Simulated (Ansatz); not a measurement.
System: 2-methylpropane, C₄H₁₀, charge 0, multiplicity 1. 
Coordinates optimised at B3LYP-D3(BJ)/def2-TZVP (Ansatz, a program for electronic structure):
```xyz
14

C     -0.0001     0.0018     0.3735
H     -0.0004     0.0072     1.4696
C      0.0053     1.4545    -0.1028
H      0.0058     1.5017    -1.1956
H     -0.8762     1.9925     0.2527
H      0.8904     1.9861     0.2532
C      1.2575    -0.7325    -0.0917
H      1.3032    -0.7643    -1.1842
H      2.1624    -0.2356     0.2644
H      1.2737    -1.7623     0.2716
C     -1.2627    -0.7234    -0.0925
H     -1.3079    -0.7549    -1.1849
H     -1.2865    -1.7530     0.2709
H     -2.1642    -0.2200     0.2631
```
Charge 0, spin multiplicity 1.

Basis-set convergence of Hartree-Fock and MP2 correlation energies (hartree) with Ansatz. Valence correlation only, unless marked. No spin-orbit coupling. No relativistic terms.

| basis | functions | E(HF) | E(corr, MP2) |
|---|---|---|---|
| cc-pVDZ | 106 | -157.31047 | -0.59031 |
| cc-pVTZ | 260 | ___ | ___ |

Problem. Some entries are withheld; supply them.

Solution. 
- cc-pVTZ, E(HF): -157.35599
- cc-pVTZ, E(corr, MP2): -0.72059
